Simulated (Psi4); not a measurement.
Psi4 input (wB97X-D/6-31G*):

```
memory 1500 MB

molecule {
-1 2
Na   -0.00000000   -0.00000000   -1.52231061
Cl    0.00000000    0.00000000    0.98502451
symmetry c1
no_reorient
no_com
}

set {
  basis 6-31G*
  reference uks
  scf_type pk
  dft_radial_points 99
  dft_spherical_points 590
  e_convergence 1e-8
  d_convergence 1e-7
  maxiter 150
}

e = energy('wb97x-d')
print_out(f'\nFINAL {e:.10f} DIPOLE {variable("CURRENT DIPOLE")[0]:.6f} {variable("CURRENT DIPOLE")[1]:.6f} {variable("CURRENT DIPOLE")[2]:.6f}\n')
```

Question: What final total energy does it give?

Answer: -622.54477 Eh.
